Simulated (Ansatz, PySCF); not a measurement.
Bond stretch in SMILES [SiH3][SiH3]. The Si1–Si5 bond (Si1 also carries H, H, H; Si5 carries H, H, H) is varied alone, starting from the PBE0/def2-TZVP optimised geometry.

Levels: UHF/def2-TZVP (PySCF); RHF/def2-TZVP (PySCF); UKS-LDA (SVWN5) = unrestricted LDA (SVWN5)/def2-TZVP (PySCF); RKS-LDA (SVWN5) = PySCF with restricted LDA (SVWN5)/def2-TZVP; UKS-BLYP = unrestricted BLYP/def2-TZVP (PySCF 2.14.0); RKS-BLYP = restricted BLYP/def2-TZVP (PySCF); UKS-PBE = unrestricted PBE/def2-TZVP (Ansatz, a quantum-chemistry and plane-wave program); RKS-PBE = Ansatz with restricted PBE/def2-TZVP; UKS-B3LYP/6-31G* = unrestricted B3LYP/6-31G*, spherical d run with PySCF; RKS-B3LYP/6-31G* = restricted B3LYP/6-31G*, spherical d (PySCF); UKS-BP86/6-31G* = unrestricted BP86/6-31G*, spherical d in PySCF; RKS-BP86/6-31G* = restricted BP86/6-31G*, spherical d (PySCF); UKS-B3LYP/3-21G = PySCF with unrestricted B3LYP/3-21G; RKS-B3LYP/3-21G = PySCF 2.14.0 with restricted B3LYP/3-21G.

Scanned distances (Å): 1.89, 1.98, 2.10, 2.18, 2.28, 2.34, 2.43, 2.46, 2.56, 2.70, 2.88, 3.14, 3.51, 3.82, 4.21, 4.71, 5.15, 5.67, 6.34, 7.03.

Task: Where does the unrestricted solution first break spin symmetry (<S²> of 0.01 or more)?

Result: UHF: between 2.88 and 3.14 Å; UKS-LDA (SVWN5): between 3.82 and 4.21 Å; UKS-BLYP: between 3.82 and 4.21 Å; UKS-PBE: between 3.82 and 4.21 Å; UKS-B3LYP/6-31G*: between 3.51 and 3.82 Å; UKS-BP86/6-31G*: between 3.82 and 4.21 Å; UKS-B3LYP/3-21G: between 3.51 and 3.82 Å.

```
R / Å  <S²> UHF  E(RHF) − E(UHF) / kcal/mol  <S²> UKS-LDA (SVWN5)  E(RKS-LDA (SVWN5)) − E(UKS-LDA (SVWN5)) / kcal/mol  <S²> UKS-BLYP  E(RKS-BLYP) − E(UKS-BLYP) / kcal/mol  <S²> UKS-PBE  E(RKS-PBE) − E(UKS-PBE) / kcal/mol  <S²> UKS-B3LYP/6-31G*  E(RKS-B3LYP/6-31G*) − E(UKS-B3LYP/6-31G*) / kcal/mol  <S²> UKS-BP86/6-31G*  E(RKS-BP86/6-31G*) − E(UKS-BP86/6-31G*) / kcal/mol  <S²> UKS-B3LYP/3-21G  E(RKS-B3LYP/3-21G) − E(UKS-B3LYP/3-21G) / kcal/mol
-----  --------  --------------------------  --------------------  --------------------------------------------------  -------------  ------------------------------------  ------------  ----------------------------------  ---------------------  ----------------------------------------------------  --------------------  --------------------------------------------------  --------------------  --------------------------------------------------
1.89       0.00                         0.0                  0.00                                                 0.0           0.00                                   0.0          0.00                                 0.0                   0.00                                                   0.0                  0.00                                                 0.0                  0.00                                                 0.0
1.98       0.00                         0.0                  0.00                                                 0.0           0.00                                   0.0          0.00                                 0.0                   0.00                                                   0.0                  0.00                                                 0.0                  0.00                                                 0.0
2.10       0.00                         0.0                  0.00                                                 0.0           0.00                                   0.0          0.00                                 0.0                   0.00                                                   0.0                  0.00                                                 0.0                  0.00                                                 0.0
2.18       0.00                         0.0                  0.00                                                 0.0           0.00                                   0.0          0.00                                 0.0                   0.00                                                   0.0                  0.00                                                 0.0                  0.00                                                 0.0
2.28       0.00                         0.0                  0.00                                                 0.0           0.00                                   0.0          0.00                                 0.0                   0.00                                                   0.0                  0.00                                                 0.0                  0.00                                                 0.0
2.34       0.00                         0.0                  0.00                                                 0.0           0.00                                   0.0          0.00                                 0.0                   0.00                                                   0.0                  0.00                                                 0.0                  0.00                                                 0.0
2.43       0.00                         0.0                  0.00                                                 0.0           0.00                                   0.0          0.00                                 0.0                   0.00                                                   0.0                  0.00                                                 0.0                  0.00                                                 0.0
2.46       0.00                         0.0                  0.00                                                 0.0           0.00                                   0.0          0.00                                 0.0                   0.00                                                   0.0                  0.00                                                 0.0                  0.00                                                 0.0
2.56       0.00                         0.0                  0.00                                                 0.0           0.00                                   0.0          0.00                                 0.0                   0.00                                                   0.0                  0.00                                                 0.0                  0.00                                                 0.0
2.70       0.00                         0.0                  0.00                                                 0.0           0.00                                   0.0          0.00                                 0.0                   0.00                                                   0.0                  0.00                                                 0.0                  0.00                                                 0.0
2.88       0.00                         0.0                  0.00                                                 0.0           0.00                                   0.0          0.00                                 0.0                   0.00                                                   0.0                  0.00                                                 0.0                  0.00                                                 0.0
3.14       0.06                         0.0                  0.00                                                 0.0           0.00                                   0.0          0.00                                 0.0                   0.00                                                   0.0                  0.00                                                 0.0                  0.00                                                 0.0
3.51       0.62                         8.6                  0.00                                                 0.0           0.00                                   0.0          0.00                                 0.0                   0.00                                                   0.0                  0.00                                                 0.0                  0.00                                                 0.0
3.82       0.82                        20.6                  0.00                                                 0.0           0.00                                   0.0          0.00                                 0.0                   0.31                                                   0.8                  0.00                                                 0.0                  0.26                                                 0.5
4.21       0.93                        36.0                  0.19                                                 0.1           0.47                                   1.4          0.59                                 2.4                   0.72                                                   5.9                  0.56                                                 2.1                  0.70                                                 5.3
4.71       0.99                        53.1                  0.74                                                 3.6           0.83                                   6.0          0.87                                 8.2                   0.91                                                  13.7                  0.87                                                 7.7                  0.91                                                12.9
5.15       1.00                        65.0                  0.90                                                 7.2           0.94                                   9.9          0.96                                12.6                   0.97                                                  19.4                  0.96                                                12.0                  0.97                                                18.6
5.67       1.01                        75.9                  0.97                                                10.5           0.98                                  13.1          0.99                                16.2                   0.00                                                     —                  0.99                                                15.5                  0.99                                                23.5
6.34       1.01                        85.8                  1.00                                                13.1           1.00                                  15.6          1.00                                18.8                   0.00                                                     —                  1.00                                                18.2                  0.00                                                   —
7.03       1.01                        92.5                  1.00                                                14.4           1.00                                  16.9          1.00                                20.2                   0.00                                                     —                  0.00                                                   —                  0.00                                                   —
```

Dashes: no converged value, or the column stops at the first point that the program doubted or that broke a chosen test of continuity, which isn't proof of a fault.
